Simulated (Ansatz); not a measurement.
# Borazine (B3N3H6): small, medium and large basis sets

One table from this session's results is given with a row withheld; the runs are named, their logs left out.

Computed with Ansatz 0.2.0, Gaussian basis. Level: one geometry, several basis sets.

Plan: PBE0-D4/def2-SVP; ωB97M-V/def2-SVP; PBE0-D4/def2-QZVPP; ωB97M-V/def2-QZVPP; CCSD(T)/cc-pV(D+d)Z; CCSD(T)/cc-pV(T+d)Z; MP2/cc-pV(Q+d)Z; the functionals' def2-TZVPP values are taken from earlier runs.

## Structure used throughout

The geometry comes from an earlier relaxation with PBE0-D4 in a triple-zeta def2 set; it is a stationary point, not always the lowest conformer.

SMILES `B1NBNBN1`, 12 atoms, charge 0, spin multiplicity 1.

Atoms are counted from 1 here; the program's logs count them from 0.

Bond lengths: B1–N2 1.425 Å, B1–N6 1.425 Å, B1–H7 1.197 Å, N2–B3 1.425 Å, N2–H8 1.006 Å, B3–N4 1.425 Å, B3–H9 1.197 Å, N4–B5 1.425 Å, N4–H10 1.006 Å, B5–N6 1.425 Å, B5–H11 1.197 Å, N6–H12 1.006 Å. Angles: N2–B1–N6 117.1°, N2–B1–H7 121.4°, N6–B1–H7 121.4°, B1–N2–B3 122.9°, B1–N2–H8 118.6°, B3–N2–H8 118.6°, N2–B3–N4 117.1°, N2–B3–H9 121.4°, N4–B3–H9 121.4°, B3–N4–B5 122.9°, B3–N4–H10 118.6°, B5–N4–H10 118.6°, N4–B5–N6 117.1°, N4–B5–H11 121.4°, N6–B5–H11 121.4°, B1–N6–B5 122.9°, B1–N6–H12 118.6°, B5–N6–H12 118.6°.

Geometry (Å):

```xyz
12
B3H6N3
B    -0.7256   -1.2232    0.2536
N     0.5242   -0.9566    0.8833
B     1.2651    0.2386    0.6555
N     0.7050    1.1885   -0.2464
B    -0.5395    0.9846   -0.9092
N    -1.2292   -0.2318   -0.6368
H    -1.3269   -2.2370    0.4638
H     0.8998   -1.6422    1.5164
H     2.3136    0.4363    1.1987
H     1.2102    2.0402   -0.4231
H    -0.9866    1.8006   -1.6626
H    -2.1101   -0.3980   -1.0933
```

Set-up of the first run:

Contents of in.yaml:

```yaml
crystal:
  periodic: [false, false, false]
  atoms:
    - {symbol: B, position_ang: [-0.725589, -1.223232, 0.253643]}
    - {symbol: N, position_ang: [0.524172, -0.956613, 0.883313]}
    - {symbol: B, position_ang: [1.265111, 0.238618, 0.655503]}
    - {symbol: N, position_ang: [0.704958, 1.188451, -0.246434]}
    - {symbol: B, position_ang: [-0.539519, 0.984618, -0.909151]}
    - {symbol: N, position_ang: [-1.229157, -0.231814, -0.636832]}
    - {symbol: H, position_ang: [-1.326893, -2.236959, 0.463839]}
    - {symbol: H, position_ang: [0.899845, -1.642237, 1.516363]}
    - {symbol: H, position_ang: [2.313564, 0.436334, 1.198685]}
    - {symbol: H, position_ang: [1.210211, 2.040203, -0.423075]}
    - {symbol: H, position_ang: [-0.986623, 1.800589, -1.662597]}
    - {symbol: H, position_ang: [-2.110080, -0.397958, -1.093267]}
basis:
  gaussian: {orbitals: def2-SVP}
hamiltonian: {xc: pbe0, dispersion: d4}
output: {orbitals: {seedname: orbitals}}
```

Launch:

```bash
ansatz run in.yaml --threads 2 --pin off --events-out ev --progress --plain --max-ram 32768MiB --backend cpu
```

Among the steps run: PBE0-D4 in def2-SVP; ωB97M-V in def2-SVP; PBE0-D4 in def2-QZVPP; ωB97M-V in def2-QZVPP.

One of the session's tables, all rows but one given; the rest of the session is left out.

| functional | basis | HOMO (eV) | LUMO (eV) |
| --- | --- | --- | --- |
| PBE0-D4 | def2-SVP | ? | ? |
| PBE0-D4 | def2-TZVPP | -8.15 | 0.35 |
| PBE0-D4 | def2-QZVPP | -8.18 | 0.28 |
| ωB97M-V | def2-SVP | -10.33 | 2.64 |
| ωB97M-V | def2-TZVPP | -10.46 | 1.98 |
| ωB97M-V | def2-QZVPP | -10.48 | 1.55 |

Estimate the missing values for PBE0-D4, def2-SVP.

**Answer.** HOMO (eV): -8.04; LUMO (eV): 0.59. In the column «HOMO (eV)» it is the highest.
